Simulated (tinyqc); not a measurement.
Pariser-Parr-Pople SCF with singles CI, for the molecule C=C1C=CC=C1 (SMILES; centres numbered as the heavy atoms are written), step by step. One step of it, computed by the program tinyqc.

Task: Iteration 2: Fock matrix. F_rr = H_rr + P_rr gamma_rr / 2 + sum_(s != r) P_ss gamma_rs; F_rs = H_rs - P_rs gamma_rs / 2; E = tr P (H + F) / 2 + core repulsion sum_(r<s) z_r z_s gamma_rs.

P after iteration 1, order 1C, 2C, 3C, 4C, 5C, 6C:
$$\begin{pmatrix}
0.779592 & 0.833838 & 0.176440 & -0.311346 & -0.311346 & 0.176440 \\
0.833838 & 1.015091 & 0.386127 & -0.056118 & -0.056118 & 0.386127 \\
0.176440 & 0.386127 & 1.089022 & 0.815564 & -0.069374 & -0.376686 \\
-0.311346 & -0.056118 & 0.815564 & 1.013636 & 0.479345 & -0.069374 \\
-0.311346 & -0.056118 & -0.069374 & 0.479345 & 1.013636 & 0.815564 \\
0.176440 & 0.386127 & -0.376686 & -0.069374 & 0.815564 & 1.089022
\end{pmatrix}$$

core matrix H (eV), order 1C, 2C, 3C, 4C, 5C, 6C:
$$\begin{pmatrix}
-36.448019 & -2.390000 & 0.000000 & 0.000000 & 0.000000 & 0.000000 \\
-2.390000 & -44.860609 & -2.390000 & 0.000000 & 0.000000 & -2.390000 \\
0.000000 & -2.390000 & -42.429451 & -2.390000 & 0.000000 & 0.000000 \\
0.000000 & 0.000000 & -2.390000 & -41.052821 & -2.390000 & 0.000000 \\
0.000000 & 0.000000 & 0.000000 & -2.390000 & -41.052821 & -2.390000 \\
0.000000 & -2.390000 & 0.000000 & 0.000000 & -2.390000 & -42.429451
\end{pmatrix}$$

repulsion gamma_rs (eV), order 1C, 2C, 3C, 4C, 5C, 6C:
$$\begin{pmatrix}
11.130000 & 7.553862 & 5.123405 & 3.743673 & 3.743673 & 5.123405 \\
7.553862 & 11.130000 & 7.552804 & 5.520570 & 5.520570 & 7.552804 \\
5.123405 & 7.552804 & 11.130000 & 7.554850 & 5.519866 & 5.518526 \\
3.743673 & 5.520570 & 7.554850 & 11.130000 & 7.553862 & 5.519866 \\
3.743673 & 5.520570 & 5.519866 & 7.553862 & 11.130000 & 7.554850 \\
5.123405 & 7.552804 & 5.518526 & 5.519866 & 7.554850 & 11.130000
\end{pmatrix}$$

Centres (angstrom, eV; a flat drawing with bonds scaled to 1.40 angstrom):
```
centre          x          y  core charge z          W   gamma_rr
1C       2.159000   0.000000              1  11.160000  11.130000
2C       0.759000   0.000000              1  11.160000  11.130000
3C      -0.064000   1.133000              1  11.160000  11.130000
4C      -1.395000   0.700000              1  11.160000  11.130000
5C      -1.395000  -0.700000              1  11.160000  11.130000
6C      -0.064000  -1.133000              1  11.160000  11.130000
```

Give: F; pi energy.

Result:

F (eV), order 1C, 2C, 3C, 4C, 5C, 6C:
$$\begin{pmatrix}
-5.6933 & -5.5393 & -0.4520 & 0.5828 & 0.5828 & -0.4520 \\
-5.5393 & -5.6807 & -3.8482 & 0.1549 & 0.1549 & -3.8482 \\
-0.4520 & -3.8482 & -5.4453 & -5.4707 & 0.1915 & 1.0394 \\
0.5828 & 0.1549 & -5.4707 & -4.9940 & -4.2005 & 0.1915 \\
0.5828 & 0.1549 & 0.1915 & -4.2005 & -4.9940 & -5.4707 \\
-0.4520 & -3.8482 & 1.0394 & 0.1915 & -5.4707 & -5.4453
\end{pmatrix}$$

pi energy = -78.6014 eV
